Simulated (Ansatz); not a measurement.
# What a trial cell of Rb3Br2 relaxes into

Method: Ansatz, DFT PBE, scalar-relativistic, plane waves, PAW. Cutoff 420 eV, Γ-centred k mesh, Gaussian smearing, no spin polarisation in the final step.

Rb3Br2 was placed on the anti-tetradymite structure type (R-3m, No. 166), with Br in place of Bi, Rb in place of Te, at a guessed volume.

```
Rb Br
1.0
     2.25863    1.30402   10.46990
    -2.25863    1.30402   10.46990
     0.00000   -2.60804   10.46990
Rb Br
3 2
Direct
  0.00000 0.00000 0.00000
  0.20950 0.20950 0.20950
  0.79050 0.79050 0.79050
  0.40000 0.40000 0.40000
  0.60000 0.60000 0.60000
```

Cell and atoms relax at zero pressure; the relaxation can't lower the symmetry of the start. After a coarse first stage the cell is made exact in the group found at 0.06 Å.

The zero of energy is the elements' standard structures at the same level; no fitted shifts are applied.

(1) Which crystal results?

(2) What are its volume, energy, density and gap?

Answers

(1) It keeps R-3m (No. 166). The result has the tetradymite structure. Conventional cell: a = 4.953 Å, c = 37.671 Å. Rb on Wyckoff site a (1 atom of the primitive cell) has 6 Br at 3.51 Å; around Rb on Wyckoff site c (2 atoms of the primitive cell) lie 3 Br at 3.52 Å; around Br lie 6 Rb at 3.51–3.52 Å.

Space group R-3m:H (No. 166). a = 4.953 Å, b = 4.953 Å, c = 37.671 Å, α = 90.00°, β = 90.00°, γ = 120.00°
```
atom site symmetry x y z
  Rb    3a       -3m  0.0000  0.0000  0.0000
  Rb    6c        3m  0.3333  0.6667  0.8913
  Br    6c        3m  0.6667  0.3333  0.7209
```

(2) The volume per atom is 53.37 Å³, the density is 2.59 g/cm³ and the energy over the elements is -1.38 eV/atom. The gap on the 12×12×12 mesh is 0 eV (a metal).

The final run used a 12×12×12 mesh on its 5-atom cell and 0.10 eV smearing. The k mesh leaves about 4 meV/atom of noise in metals. Symmetry constrained the relaxation, so the result can be a saddle point. The steps took roughly 7 core-minutes in all.